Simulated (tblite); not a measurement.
# CCl2O2: the cost of one run

Programs: tblite 0.8.0 and PySCF 2.14.0. All values are calculated, for the isolated system unless a continuum is named. Atoms count from 0, parts from 1.

## 1. The system as given

5 atoms, charge 0, multiplicity 1; geometry: rigid parts in contact. Parts: 1 = atoms 0–2, `O=C=O`, charge 0; 2 = atoms 3–4, `ClCl`, charge 0.

## 2. Search for minima with GFN2-xTB

What the job is given:

```
{"job": {"kind": "dock", "xc": "GFN2-xTB", "basis": "xTB"}, "charge": 0, "multiplicity": 1, "parts": [{"atoms": "0-2", "charge": 0, "multiplicity": 1}, {"atoms": "3-4", "charge": 0, "multiplicity": 1}]}
O     -1.140117    -0.089236     0.007342
C      0.000008    -0.000004    -0.000003
O      1.140109     0.089241    -0.007339
Cl    -1.870789    -0.030897     2.849159
Cl    -1.463699     1.883211     2.359201
```

Level: GFN2-xTB search for minima from random contacts, gas phase.

Run with:

```console
$ OMP_NUM_THREADS=1 python cluster_run.py task.json out
```

One launch serves the whole session: the jobs run in the order shown.

**Question.** How long does this first job take on 1 thread of Arm Neoverse V1, shared host?

About 3.5 s.
